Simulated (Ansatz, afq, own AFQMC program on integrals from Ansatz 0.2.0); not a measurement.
## O, triplet → O⁺, quartet

A free O atom.

E(quartet, charge +1) − E(triplet, charge +0) at this geometry, on UHF and UHF determinants.

Basis 6-31G. Only valence electrons are correlated. Integrals, coupled cluster, full CI and functionals: Ansatz 0.2.0; the random walks run on the same integrals in our own AFQMC program. ph-AFQMC/CISD is guided by a CISD state made of CCSD amplitudes; releasing the constraint for a short imaginary time cuts its bias at the price of noise, slowly where states lie close. Free projection: walkers drawn from exp(T), propagated without any constraint. Its projection time is finite, and what remains of the start isn't in its error. ± is one standard error of the sampling. The errors of all members are added in quadrature.

Full CI on the same integrals is exact in this basis and with this determinant's frozen core.

Errors are counted within 6-31G, not against nature.

Reference (full CI): 294.9 kcal/mol.

```
         level  vertical ionization energy (kcal/mol)  error against FCI (kcal/mol)
            HF                                  275.6                         -19.3
           MP2                                  293.2                          -1.7
          CCSD                                  294.8                          -0.1
       CCSD(T)                                  294.9                           0.0
         CCSDT                                  294.9                           0.0
      CCSDT(Q)                                  294.9                           0.0
        CCSDTQ                                  294.9                           0.0
   ph-AFQMC/HF                            294.4 ± 0.3                    -0.5 ± 0.3
 ph-AFQMC/CISD                           294.9 ± 0.01                    0.0 ± 0.01
released AFQMC                           294.9 ± 0.01                    0.0 ± 0.01
    free AFQMC                           294.9 ± 0.01                    0.0 ± 0.01
```

Correlation beyond CCSD(T) changes it by less than 2 meV. The perturbative (T) step is worth +0.1 kcal/mol.

CCSDT and higher add their correlation energy to the determinant of the CCSD(T) run, since their own runs factorise the integrals more tightly (a shift of under 2 meV). Free projections are given only where their last times agree within the noise and don't stop above the reference; a slow remainder of the start can still hide under it. A walk keeps the symmetry of its determinant, which the program's search chose and which needn't be the lowest solution, so a lower state of the same spin and another symmetry isn't excluded. Released energies are given only where the last usable release times agree within the noise; a slower fall can still hide under it.
